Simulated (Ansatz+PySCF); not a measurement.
Values are calculated unless marked as measured or tabulated.
**Several solutions for singlet C4H4**

| atom | x (Å) | y (Å) | z (Å) |
| --- | --- | --- | --- |
| C | 0.6707 | 0.7778 | -0.0078 |
| C | -0.6766 | 0.7786 | -0.0008 |
| C | -0.6666 | -0.7840 | 0.0099 |
| C | 0.6586 | -0.7816 | -0.0035 |
| H | 1.4471 | 1.5461 | 0.0030 |
| H | -1.4460 | 1.5468 | -0.0057 |
| H | -1.4389 | -1.5436 | 0.0022 |
| H | 1.4378 | -1.5448 | -0.0045 |

Basis set: def2-SVP (spherical functions). Charge 0, multiplicity 1.

CASSCF(4,4) was run from several starts with Ansatz (development build ahead of 0.2.0) and PySCF 2.14.0. The starts are those of the Hartree–Fock orbitals from which the active space was taken at the frontier.

| run | program | start | converged | energy (hartree) | <S²> |
| --- | --- | --- | --- | --- | --- |
| A | PySCF | program defaults | yes | -153.59557 | 0.00 |
| B | Ansatz | atomic start, no search | yes | -153.58284 | 0.00 |
| C | Ansatz | stability test followed | yes | -153.58284 | 0.00 |
| D | Ansatz | search for the lowest state | yes | -153.59557 | 0.00 |

Question: Which runs reached the lowest solution of this kind, and what is wrong with the others?

Answer: A, D reached the lowest solution found. Converged but too high: B by 0.35 eV, C by 0.35 eV. Convergence only shows a stationary point; in CASSCF the end hangs on which orbitals enter the active space. Caution: other starts end on other solutions of this active space.
